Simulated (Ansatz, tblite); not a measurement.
**(CuF)2 ring (Cu2F2): which spin state is lowest**

Aim: set other spin states of (CuF)2 ring (Cu2F2) against its singlet, on many levels of theory.

Program: Ansatz 0.2.0, Gaussian basis. Level of theory: as each input shows. These are calculated values, not measurements.

Plan: triplet, at the geometry of the singlet (GFN1-xTB, GFN2-xTB, PBE0-D4/def2-TZVP, PBE-D4/def2-TZVP, r2SCAN-D4/def2-TZVP); the singlet's energies come from earlier runs.

## Step 1: The geometry

The geometry is that of the singlet, from an earlier relaxation (PBE0-D4/def2-SVP).

4 atoms, charge 0, spin multiplicity 1.

Bond lengths: Cu1–F2 1.959 Å, Cu1–F4 1.960 Å, F2–Cu3 1.959 Å, Cu3–F4 1.959 Å. Angles: F2–Cu1–F4 105.6°, Cu1–F2–Cu3 74.4°, F2–Cu3–F4 105.6°, Cu1–F4–Cu3 74.4°.

Coordinates:

```xyz
4

Cu   -0.01337   -1.11167    0.41071
F    -1.16572    0.37179    0.96841
Cu    0.01338    1.11166   -0.41071
F     1.16571   -0.37178   -0.96841
```

No spin-orbit coupling is included.

## Step 2: Triplet at the fixed geometry, GFN1-xTB

Tight binding, by tblite at 300 K electronic temperature and without a spin-polarisation term:

```python
tblite.interface.Calculator('GFN1-xTB', numbers, positions, charge=0, uhf=2).singlepoint()
```

Energy -522.4500 eV; 0.003 s.

## Step 3: Triplet at the fixed geometry, GFN2-xTB

Tight binding, by tblite at 300 K electronic temperature and without a spin-polarisation term:

```python
tblite.interface.Calculator('GFN2-xTB', numbers, positions, charge=0, uhf=2).singlepoint()
```

Energy -466.0512 eV; 0.003 s.

## Step 4: Triplet at the fixed geometry, PBE0-D4/def2-TZVP

in.yaml

```yaml
crystal:
  periodic: [false, false, false]
  atoms:
    - {symbol: Cu, position_ang: [-0.013375, -1.111670, 0.410714]}
    - {symbol: F, position_ang: [-1.165715, 0.371794, 0.968411]}
    - {symbol: Cu, position_ang: [0.013376, 1.111659, -0.410712]}
    - {symbol: F, position_ang: [1.165714, -0.371784, -0.968413]}
basis:
  gaussian: {orbitals: def2-TZVP}
magnetization: {spin_polarized: true, initial_magnetization: 2}
hamiltonian: {xc: pbe0, dispersion: d4}
scf: {omitted_lower_state_checks: [starts]}
output: {orbitals: {seedname: orbitals}}
```

The run is started by

```console
$ ansatz run in.yaml --threads 4 --pin off --events-out ev --progress --plain --max-ram 3916MiB
```

The program printed:

```text
Functional definition: PBE0
  name "PBE0"
  cite "Adamo & Barone, J. Chem. Phys. 110, 6158 (1999) doi:10.1063/1.478522"
  cite "Perdew, Burke & Ernzerhof, Phys. Rev. Lett. 77, 3865 (1996) doi:10.1103/PhysRevLett.77.3865"
  parent pbe
  parameter a = 0.25
  parameter kappa = 0.804
  parameter beta = 0.06672455060314922
  exchange = (1 - a)*pbe_x(kappa = kappa, mu = beta*pi^2/3) + a*exact_x
  correlation = pbe_c(beta = beta)
these checks for a lower state are left out or cut short: starts
1356 factors; integrals over basis functions are off by at most 6.3e-4 eV
mean field evaluation 1: about -94693.7859 eV, gradient 4.4e1 eV
mean field evaluation 2: about -94677.9749 eV, gradient 1.0e2 eV
mean field evaluation 4: about -94698.3047 eV, gradient 5.9e0 eV
mean field evaluation 8: about -94698.5412 eV, gradient 1.7e0 eV
mean field evaluation 16: about -94698.5476 eV, gradient 6.9e-3 eV
mean field evaluation 32: about -94698.7123 eV, gradient 2.5e-5 eV
mean field -94698.71225866 eV, -3480.1134864132 hartree, gradient 6.8e-6 eV, S^2 2.003491; 0 other end points of the search recorded, 0 dependent functions left out
reference -94698.71230072 eV, -3480.1134879587 hartree; 39, 37 occupied and 113, 115 virtual orbitals, 1356 factors
Total energy: -94698.78363159 eV, -3480.1161093199 hartree
Checks for a lower state left out: starts
```

Wall time 9.5 s (4 threads of Arm Neoverse V2, shared host); peak memory 0.62 GiB.

Report: HOMO -5.14 eV, LUMO -4.94 eV (over both spins); ⟨S²⟩ 2.003 (pure: 2.00).

## Step 5: Triplet at the fixed geometry, PBE-D4/def2-TZVP

start.molden holds the orbitals of an earlier run on this state, given as this run's starting guess.

in.yaml, as its differences from that of step 4:

```diff
@@ -8,5 +8,5 @@
 basis:
-  gaussian: {orbitals: def2-TZVP}
+  gaussian: {orbitals: def2-TZVP, initial_orbitals: start.molden}
 magnetization: {spin_polarized: true, initial_magnetization: 2}
-hamiltonian: {xc: pbe0, dispersion: d4}
+hamiltonian: {xc: pbe, dispersion: d4}
 scf: {omitted_lower_state_checks: [starts]}
```

Launched as before.

The program printed:

```text
Functional definition: PBE
  name "PBE"
  cite "Perdew, Burke & Ernzerhof, Phys. Rev. Lett. 77, 3865 (1996) doi:10.1103/PhysRevLett.77.3865"
  parent pbe
  parameter kappa = 0.804
  parameter beta = 0.06672455060314922
  exchange = pbe_x(kappa = kappa, mu = beta*pi^2/3)
  correlation = pbe_c(beta = beta)
these checks for a lower state are left out or cut short: starts
1218 factors; their error is unknown
mean field evaluation 1: about -94698.7135 eV, gradient 9.3e0 eV
mean field evaluation 2: about -94699.1805 eV, gradient 9.8e0 eV
mean field evaluation 4: about -94699.5893 eV, gradient 7.8e-2 eV
mean field evaluation 8: about -94699.5339 eV, gradient 1.3e-5 eV
mean field -94699.53389276 eV, -3480.1436809094 hartree, gradient 1.4e-5 eV, S^2 2.002537; 0 other end points of the search recorded, 0 dependent functions left out
reference -94699.53395032 eV, -3480.1436830246 hartree; 39, 37 occupied and 113, 115 virtual orbitals, 1218 factors
Total energy: -94699.61969406 eV, -3480.1468340490 hartree
Checks for a lower state left out: starts
```

It took 3.1 s on 4 threads of Arm Neoverse V2, shared host.

HOMO -4.38 eV, LUMO -6.18 eV (over both spins; with the spin held, an empty level of the minority spin lies below the top filled one); ⟨S²⟩ 2.003 (pure: 2.00).

## Step 6: Triplet at the fixed geometry, r2SCAN-D4/def2-TZVP

in.yaml, as its differences from that of step 5:

```diff
@@ -10,3 +10,3 @@
 magnetization: {spin_polarized: true, initial_magnetization: 2}
-hamiltonian: {xc: pbe, dispersion: d4}
+hamiltonian: {xc: r2scan, dispersion: d4}
 scf: {omitted_lower_state_checks: [starts]}
```

The command is unchanged.

The program printed, cut to the lines that bear on the results:

```text
Functional definition: r2SCAN
  name "r2SCAN"
  cite "Furness, Kaplan, Ning, Perdew & Sun, J. Phys. Chem. Lett. 11, 8208 (2020) doi:10.1021/acs.jpclett.0c02405"
  cite "Furness, Kaplan, Ning, Perdew & Sun, J. Phys. Chem. Lett. 11, 9248 (2020) doi:10.1021/acs.jpclett.0c03077"
  parent r2scan
[...]
1218 factors; their error is unknown
[...]
mean field -94714.89685555 eV, -3480.7082593787 hartree, gradient 1.4e-6 eV, S^2 2.007590; 0 other end points of the search recorded, 0 dependent functions left out
reference -94714.89688283 eV, -3480.7082603812 hartree; 39, 37 occupied and 113, 115 virtual orbitals, 1218 factors
Total energy: -94714.91395059 eV, -3480.7088876095 hartree
Checks for a lower state left out: starts
```

Wall time 9 s (4 threads of Arm Neoverse V2, shared host).

Report: HOMO -4.49 eV, LUMO -6.01 eV (over both spins; with the spin held, an empty level of the minority spin lies below the top filled one); ⟨S²⟩ 2.008 (pure: 2.00).

## Step 7: Triplet less singlet, vertical

The singlet's energies are those of its earlier runs, whose logs aren't repeated here.

```
              level  triplet less singlet, vertical (kJ/mol)     time
           GFN1-xTB                                   +278.4  0.006 s
           GFN2-xTB                                   +489.4  0.005 s
   PBE-D4/def2-TZVP                                   +155.2    4.3 s
r2SCAN-D4/def2-TZVP                                   +160.7     12 s
  PBE0-D4/def2-TZVP                                   +214.0     12 s
```

Times add the two runs; a level without a time comes out of a correlated run. Tight binding without a spin term can't rank spin states.

## Step 8: Summary of results

| quantity | value |
| --- | --- |
| triplet less singlet, vertical, functionals in def2-TZVP | +155.2 (PBE-D4) to +214.0 kJ/mol (PBE0-D4) |

In words: All functionals put the triplet above the singlet, over a spread of 58.9 kJ/mol. The checks for a lower triplet were left out, so another state of that spin may lie lower. The singlet here is a closed shell; an open-shell singlet can lie lower. These are electronic energies, without zero-point motion, entropy or surroundings.
